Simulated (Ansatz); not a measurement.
Start from `OP[SiH3]` and change one atom or group to get `OPO`.

Ansatz, PBE0-D4/def2-TZVP geometries, multiplicity 1. Each molecule was computed in one conformer, which needn't be the lowest.

```json
{"property": "LUMO energy (PBE0/def2-TZVPP) / eV", "`OP[SiH3]`": "-0.64"}
{"property": "HOMO–LUMO gap (PBE/def2-TZVPP) / eV", "`OP[SiH3]`": "4.34"}
{"property": "zero-point energy (PBE0-D4/def2-TZVP) / kJ/mol", "`OP[SiH3]`": "127.3"}
{"property": "LUMO energy (B3LYP/def2-TZVPP) / eV", "`OP[SiH3]`": "-0.87"}
{"property": "LUMO energy (ωB97M-V/def2-TZVPP) / eV", "`OP[SiH3]`": "1.20"}
{"property": "HOMO energy (B3LYP/def2-TZVPP) / eV", "`OP[SiH3]`": "-6.84"}
```

(1) What does the change do to each property? (Estimate.)

Results:

(1) Ansatz gave: 
```tsv
property	`OPO`	shift
LUMO energy (PBE0/def2-TZVPP) / eV	0.13	0.77
HOMO–LUMO gap (PBE/def2-TZVPP) / eV	5.11	0.77
zero-point energy (PBE0-D4/def2-TZVP) / kJ/mol	101.3	-26.0
LUMO energy (B3LYP/def2-TZVPP) / eV	-0.19	0.68
LUMO energy (ωB97M-V/def2-TZVPP) / eV	1.85	0.65
HOMO energy (B3LYP/def2-TZVPP) / eV	-6.97	-0.13
```

With PBE0 the HOMO falls by 0.09 eV and the LUMO rises by 0.77 eV, so the gap widens by about 0.86 eV. PBE moves the HOMO by 0.04 eV and ωB97M-V by -0.21 eV. The zero-point energy changes by -26.0 kJ/mol with -6 modes.

B3LYP here is the variant with VWN-RPA as its local correlation; programs differ in this.
